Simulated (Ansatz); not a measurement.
`PP`, relaxed with RKS PBE0-D4/def2-TZVP in Ansatz from a GFN2-xTB geometry. The force threshold is 0.005 eV/Å; the program also tests the step.

Total charge 0; spin multiplicity 1.

Start:

```xyz
6

P     1.069   -0.040   -0.124
P    -1.069    0.037    0.120
H     1.320   -0.026    1.248
H     1.109   -1.434   -0.165
H    -1.321    0.032   -1.252
H    -1.107    1.431    0.172
```

Question: How much energy does the relaxation release, and in how many steps? (An estimate is asked.)

Answer: Computed: 0.07 eV, in 4 steps.

Question: Which bonds change most? (Best estimate.)

Answer: Computed: P1–P2 from 2.153 to 2.227 Å; P1–H3 from 1.395 to 1.422 Å; P2–H5 from 1.396 to 1.422 Å; P1–H4 from 1.396 to 1.422 Å.

Question: Give the relaxed structure. (Best estimate.)

Answer: Ansatz gave: 
```xyz
6

P     1.106   -0.044   -0.126
P    -1.106    0.041    0.123
H     1.353   -0.029    1.275
H     1.137   -1.465   -0.166
H    -1.354    0.036   -1.278
H    -1.135    1.462    0.172
```
